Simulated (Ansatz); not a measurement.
**LiSi (doublet): wave-function methods side by side at distance Si1–Li2 = 6.710 Å, aug-cc-pVDZ**

The task here is to estimate one member of a computed series from the others.

Program: Ansatz 0.2.0, Gaussian basis. Level of theory: aug-cc-pVDZ, core rule «outside noble gas», up to 6 orbitals frozen. These are calculated values, not measurements.

To be run: UHF; CCSD(T) on ROHF; CCSD(T) on UHF; BCCD(T) on ROHF; CCSDT(Q) on UHF; Full CI.

68 further runs of the same task are left out: 40 for a known fault of the program, 21 that didn't finish, 7 set aside as unsound or not needed. Runs told in other sessions of the task aren't counted.

## What is computed

The geometry derives from a PBE0/def2-TZVP stationary point (not a proven minimum). One bond is set to the value named and the two fragments are kept rigid.

2 atoms, charge 0, spin multiplicity 2.

Atoms are counted from 1 here; the program's logs count them from 0.

No contacts short enough for the rule that draws bonds.

Geometry (Å):

```xyz
2
LiSi
Si    0.0000    0.0000    0.0000
Li    0.0000    0.0000    6.7100
```

The first run:

File in.yaml:

```yaml
crystal:
  periodic: [false, false, false]
  atoms:
    - {symbol: Si, position_ang: [0.000000, 0.000000, 0.000000]}
    - {symbol: Li, position_ang: [0.000000, 0.000000, 6.710000]}
basis:
  gaussian: {orbitals: aug-cc-pVDZ}
magnetization: {spin_polarized: true, initial_magnetization: 1}
hamiltonian: {xc: hf}
output: {orbitals: {seedname: orbitals}}
```

Started as:

```sh
$ ansatz run in.yaml --threads 1 --pin off --events-out ev --progress --plain --max-ram 2393MiB
```

Among the steps run: UHF; CCSD(T) on ROHF; CCSD(T) on UHF; BCCD(T) on ROHF; CCSDT(Q) on UHF; Full CI.

One of the session's tables, all rows but one given; the rest of the session is left out.

It belongs to the step «Misses and costs». 

```
   method  from FCI (kcal/mol)
      UHF               +42.76
     RMP2               +37.99
     UMP2               +13.47
    RCCSD                +1.40
    UCCSD                +1.18
 RCCSD(T)                -0.48
 UCCSD(T)                +0.36
  BCCD(T)                +0.38
   UCCSDT                +0.05
UCCSDT(Q)                    ?
      FCI                    0
```

**Question.** Estimate the row for UCCSDT(Q).

The run gave: from FCI (kcal/mol): +0.02. In the column «from FCI (kcal/mol)» it lies between FCI (0) and UCCSDT (+0.05).

Left out of the table: ROHF (another determinant or state than the rows shown).

Caveats from the session: The determinant of CCSD(T) (⟨S²⟩ 1.76) is far from a pure spin state, so its energy mixes those of several spin states; high orders of coupled cluster remove much of that, low ones don't. The determinant of CCSDT(Q) (⟨S²⟩ 1.76) is far from a pure spin state, so its energy mixes those of several spin states; high orders of coupled cluster remove much of that, low ones don't. The program flags RCCSD(T), BCCD(T) as in doubt, so those rows may rest on another solution. RCCSD(T) falls below full CI, which methods that aren't variational can do. Levels on UHF freeze UHF's core orbitals, full CI those of ROHF, so the U rows can settle a little off it for that reason alone. Restricted and unrestricted rows rest on different reference determinants; a gap between their highest levels can come from leftover correlation error, from unlike frozen cores or from another state.
